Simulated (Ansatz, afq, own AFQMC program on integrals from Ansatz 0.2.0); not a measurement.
Integrals from Ansatz 0.2.0, then the random walk in our own AFQMC program (afq).

```yaml
crystal:
  periodic: [false, false, false]
  atoms:
    - {symbol: Cl, position_ang: [-0.804149, 0.019664, 0.000000]}
    - {symbol: H, position_ang: [0.474651, 0.019664, 0.000000]}
    - {symbol: N, position_ang: [1.848851, 0.019664, 0.000000]}
    - {symbol: H, position_ang: [2.117933, -0.984563, 0.000000]}
basis:
  gaussian: {orbitals: cc-pVTZ}
magnetization: {spin_polarized: true, initial_magnetization: 2}
correlation: {method: ccsd_t, electrons: outside_noble_gas, hamiltonian_folder: ham}
```

```sh
$ ansatz run in.yaml --threads 1 --pin off --events-out ev --progress --plain --max-ram 24576MiB --backend cuda --devices 0, --max-vram 18GiB
```

Options of the walk:

```
--method phaseless --trial hf --walkers 1500 --populations 20 --least-time 40 --time-step 0.005 --steps-per-block 20 --equilibration-blocks 112 --max-blocks 4000 --target-error 0.0011 --factor-cut 1e-05 --start spin_pure --seed 2338 --taylor-order 6
```

Times are imaginary, in 1/Eh. The walk had a cap of 98 s. With eight or more populations the least sampling time is a fifth of least-time, and the error comes from their spread.

afq prints:

```
orbitals 86  electrons 8 6  factors 534 of 540
reference energy -515.05895709 Eh
CCSD correlation -0.39044261 Eh in 15 cycles, weight of the determinant in the CISD state 0.8717
energy of the start -515.059547 Eh
 block  time / (1/Eh)  mean weight  energy / Eh
     1     0.100  1.0025  -515.173887
     2     0.200  1.0038  -515.250773
     3     0.300  1.0032  -515.296927
     4     0.400  1.0024  -515.336445
     5     0.500  1.0023  -515.365745
     8     0.800  1.0009  -515.407624
    19     1.900  0.9996  -515.459783
    46     4.600  1.0000  -515.462338
    73     7.300  0.9998  -515.462994
   100    10.000  1.0001  -515.449581
   127    12.700  0.9998  -515.468867
   154    15.400  1.0003  -515.464334
   172    17.200  1.0001  -515.471492
   181    18.100  1.0008  -515.467082
   208    20.800  0.9994  -515.464369
   235    23.500  0.9995  -515.458223
   262    26.200  0.9998  -515.463239
   289    28.900  1.0006  -515.458979
   316    31.600  1.0000  -515.455107
   343    34.300  1.0004  -515.467540
   361    36.100  0.9998  -515.453414
error from the spread of 20 populations
energy -515.462542 +/- 0.001240 Eh
(rows thinned)
```

The run passed its tests (sampling time, drift between the halves within three errors, error under three times the target), which doesn't prove that it has relaxed, ending at its cap on processor time. The second half of the sampling lies above the first by 1.7 errors of their difference, so the energy may still be moving and its error bar be too small.

Against this walk (error 33.7 meV) on the same determinant: CCSD(T) 11.3 meV lower (within the noise), the released energy of a separate walk with a CISD trial 67.6 ± 34.9 meV lower (within the noise), a separate phaseless walk with a CISD trial and standard settings 59.3 ± 34.2 meV lower (within the noise). The error is statistical and leaves out the bias of the constraint.

Cautions: constraint bias not in the error; error above the target (33.7 against 29.9 meV); lower spins were not checked.

The walk took 98 s on 1 × NVIDIA H100 80GB HBM3 with 2 threads of AMD EPYC 7R13 Processor (Zen 3), with other jobs on the host (the card was shared). The log's last line is the phaseless energy.

A walk keeps the symmetry of its determinant, which the program's search chose and which needn't be the lowest solution, so a lower state of the same spin and another symmetry isn't excluded.
